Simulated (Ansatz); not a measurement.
Anatase TiO2 (metastable phase)

Calculation: LDA (Ansatz, a first-principles code, PAW).

Settings: plane-wave cutoff 520 eV, 10×10×10 k mesh, no spin polarisation, scalar-relativistic PAW data made under PBE.

Cell: relaxed at this level.

```json
{
 "elastic constant C11": "389 GPa",
 "elastic constant C12": "163 GPa",
 "elastic constant C13": "160 GPa",
 "elastic constant C33": "203 GPa",
 "elastic constant C44": "47.0 GPa",
 "elastic constant C66": "61.7 GPa",
 "Voigt–Reuss–Hill bulk modulus": "204 GPa",
 "polycrystal shear modulus (Hill average)": "60.2 GPa",
 "young_modulus": "165 GPa",
 "poisson_ratio": "0.365"
}
```

Elastic constants are with the ions relaxed.

Computed values are for the static lattice.
